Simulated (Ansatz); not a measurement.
**BFHS radical: one structure at several levels**

One table from this session's results is given with a row withheld; the runs are named, their logs left out.

Computed with Ansatz 0.2.0, Gaussian basis. Level: single points in def2-TZVPP.

Correlated methods freeze the cores. Orbitals are unrestricted.

## Starting geometry

SMILES `FB[S]`, 4 atoms, charge 0, spin multiplicity 2.

Atoms are counted from 1 here; the program's logs count them from 0.

Bond lengths: F1–B2 1.329 Å, B2–S3 1.735 Å, B2–H4 1.153 Å. Angles: F1–B2–S3 123.2°, F1–B2–H4 115.2°, S3–B2–H4 121.5°.

Geometry (Å):

```xyz
4

F     1.1006    0.6827   -0.4244
B     0.0830   -0.0247    0.0560
S    -1.4777   -0.0760   -0.6994
H     0.2853   -0.5587    1.0580
```

Set-up of the first run:

The input, run/in.yaml:

```yaml
crystal:
  periodic: [false, false, false]
  atoms:
    - {symbol: F, position_ang: [1.100600, 0.682700, -0.424400]}
    - {symbol: B, position_ang: [0.083000, -0.024700, 0.056000]}
    - {symbol: S, position_ang: [-1.477700, -0.076000, -0.699400]}
    - {symbol: H, position_ang: [0.285300, -0.558700, 1.058000]}
basis:
  gaussian: {orbitals: def2-TZVPP}
magnetization: {spin_polarized: true, initial_magnetization: 1}
correlation: {method: ccsd_t}
scf: {omitted_lower_state_checks: [cluster_reference]}
output: {forces: true}
```

No record of the launch command was kept for these runs.

Among the steps run: CCSD(T)/def2-TZVPP; PBE0-D4/def2-TZVPP; wB97M-V/def2-TZVPP; r2SCAN-D4/def2-TZVPP; PBE-D4/def2-TZVPP; HSE06-D4/def2-TZVPP; B97M-V/def2-TZVPP.

One of the session's tables, all rows but one given; the rest of the session is left out.

```
   method  RMS force component (eV/Å)  angle to CCSD(T) forces (°)  dipole (D)
  CCSD(T)                       0.634                    reference        0.87
  PBE0-D4                       0.607                         16.6        0.82
  wB97M-V                           ?                            ?           ?
r2SCAN-D4                       0.583                         15.3        0.75
   PBE-D4                       0.622                         25.5        0.71
 HSE06-D4                       0.610                         16.7        0.81
   B97M-V                       0.574                         21.2        0.74
```

Q: Estimate the row for wB97M-V from the others.

**Answer.** RMS force component (eV/Å): 0.547; angle to CCSD(T) forces (°): 6.6; dipole (D): 0.81. In the column «RMS force component (eV/Å)» it is the lowest.
